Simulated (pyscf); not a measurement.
HO–Nb(F)(F)(F)–F + hydrogen fluoride (HF) -> HO–Nb(F)(F)(F)–F + hydrogen fluoride (HF) (four-centre exchange; singlet surface; F–Nb, F–H broken, F–Nb, F–H formed). Single points on ωB97X-D3(BJ)/def2-SVP structures (PySCF, gas phase). Energies in kcal/mol from the separated reactants.

```csv
level,barrier,reaction energy
ωB97X-D3(BJ)/def2-TZVP,-3.0,0.0
PBE/def2-TZVP,-2.8,0.0
B3LYP-D3(BJ)/def2-TZVP,-2.1,0.0
M06-2X/def2-TZVP,?,0.0
ωB97M-D3(BJ)/def2-TZVP,-2.3,0.0
HF/def2-TZVP,?,0.0
```

Q: Complete the blanks.

A: 
- M06-2X/def2-TZVP, barrier: -5.7
- HF/def2-TZVP, barrier: 7.5

On the reactant side the descent ends in an adduct with a F–Nb contact, 10.3 kcal/mol under the separated species and 7.3 kcal/mol under the saddle at ωB97X-D3(BJ)/def2-TZVP. On the product side the descent ends in an adduct with a F–Nb contact, 11.2 kcal/mol under the separated species and 8.3 kcal/mol under the saddle at ωB97X-D3(BJ)/def2-TZVP. At ωB97X-D3(BJ), PBE, B3LYP-D3(BJ), M06-2X, ωB97M-D3(BJ) the saddle lies under the separated reactants, which points to a path from their complex (located at ωB97X-D3(BJ) alone). At ωB97X-D3(BJ), PBE, B3LYP-D3(BJ), M06-2X, ωB97M-D3(BJ) the saddle lies under the separated products, which points to a path from their complex (located at ωB97X-D3(BJ) alone). What is counted as formed (F–Nb) is already present as a longer contact in the reactant adduct; forming that adduct is a step of its own. What is counted as broken (F–Nb) persists as a longer contact in the product adduct; parting that adduct is a step of its own. One saddle was located; it need not be the lowest between these sides. Elements past Kr carry the def2 core potentials, without spin-orbit coupling.
